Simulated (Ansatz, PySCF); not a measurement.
Bond stretch in CH2O2, SMILES O=CO. The C2–H5 bond (C2 also carries O, O; H5 carries nothing else) is varied alone, starting from the PBE0/def2-TZVP optimised geometry. Each curve is given relative to its own lowest point near equilibrium.

| R / Å | A | B | C |
|---|---|---|---|
| 0.87 | 127.3 | 136.6 | 129.6 |
| 0.94 | 51.3 | 56.7 | 53.5 |
| 1.00 | 16.7 | 19.6 | 18.2 |
| 1.04 | 4.9 | 6.6 | 5.9 |
| 1.05 | 3.2 | 4.5 | 4.0 |
| 1.10 | 0.0 | 0.0 | 0.0 |
| 1.14 | 3.2 | 2.2 | 2.4 |
| 1.16 | 6.3 | 4.9 | 5.2 |
| 1.19 | 12.6 | 10.5 | 10.9 |
| 1.26 | 33.1 | 29.5 | 29.9 |
| 1.35 | 67.5 | 61.8 | 62.1 |
| 1.48 | 124.8 | 115.7 | 116.1 |
| 1.65 | 207.3 | 187.9 | 189.0 |
| 1.82 | 318.9 | 255.5 | 257.2 |
| 1.99 | 375.3 | 316.1 | 318.0 |
| 2.21 | 410.5 | 383.9 | 384.8 |
| 2.44 | 426.9 | 442.5 | 441.7 |
| 2.71 | 435.2 | 497.4 | 494.0 |
| 2.99 | 438.7 | 541.5 | 535.2 |
| 3.35 | 440.5 | 583.0 | 573.1 |
| 3.80 | 441.3 | 617.2 | 604.0 |

Energies in kJ/mol.

Problem. Match the curves with the methods restricted B3LYP/6-311+G**, spherical d (PySCF 2.14.0); restricted B3LYP/6-31G*, spherical d run with PySCF 2.14.0; MP2 on UHF/cc-pVTZ, frozen core (Ansatz, a first-principles code).

Solution. A is UMP2; B is RKS-B3LYP/6-31G*; C is RKS-B3LYP/6-311+G**.

The restricted form behind RKS-B3LYP/6-31G*, RKS-B3LYP/6-311+G** keeps the bonding electrons paired and can't separate into open-shell fragments. The unrestricted determinant behind UMP2 is spin-contaminated at 1.65 to 3.80 Å (<S²> up to 1.0, against 0.00 for a pure singlet).
